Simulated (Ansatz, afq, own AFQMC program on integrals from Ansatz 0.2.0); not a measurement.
**SiH3⁺, triplet in cc-pVDZ, levels against full CI**

| atom | x (Å) | y (Å) | z (Å) |
| --- | --- | --- | --- |
| Si | 0.0000 | 0.0882 | -0.1026 |
| H | 0.0000 | -1.5980 | -1.0738 |
| H | 0.5729 | -0.4300 | 1.9669 |
| H | -0.5729 | -0.4300 | 1.9669 |

Basis cc-pVDZ. Noble-gas cores (and the filled d shells of Ga–Kr and In–Xe) are frozen. Ansatz 0.2.0 and our own AFQMC program on the same integrals; the CISD trial comes from CCSD amplitudes, and released means the phaseless constraint is let go. Error bars are statistical, one sigma.

Determinant: UHF, the one that the program's search chose, which needn't be the lowest solution. The geometry is a point of a scan.

Full CI on the same integrals is exact in this basis and with this determinant's frozen core.

Cautions: lower spins were not checked; unrestricted determinant slightly spin contaminated (⟨S²⟩ 2.07 against 2.00); the released energies are still falling, so no released level is given (meV from the phaseless value at times in 1/Eh: -1.5 ± 1.7 at 0.24, -2 ± 4 at 0.51, -7.4 ± 1.2 at 0.99, -9.6 ± 1.1 at 1.62, -192 ± 180 at 2.40).

```
T1 diagnostic                               : 0.0301
weight of the determinant in the CISD state : 0.893
⟨S²⟩ of the determinant                     : 2.070
size of the correlated space                : 6 electrons in 28 orbitals
```

Reference: full CI, correlation energy -3.014 eV.

| level | E − E(reference) (kJ/mol) | share of correlation (%) |
| --- | --- | --- |
| HF | 290.8 | 0.00 |
| MP2 | 94.9 | 67.38 |
| CCSD | 9.5 | 96.75 |
| CCSD(T) | 3.0 | 98.97 |
| CCSDT | 0.3 | 99.90 |
| CCSDT(Q) | 0.1 | 99.98 |
| CCSDTQ | 0.0 | 100.00 |
| ph-AFQMC/HF | 6.2 ± 2.0 | 97.87 |
| ph-AFQMC/CISD | 1.3 ± 0.2 | 99.55 |

CCSDT and higher add their correlation energy to the determinant of the CCSD(T) run, since their own runs factorise the integrals more tightly (a shift of under 2 meV). A walk keeps the symmetry of its determinant, which the program's search chose and which needn't be the lowest solution, so a lower state of the same spin and another symmetry isn't excluded.
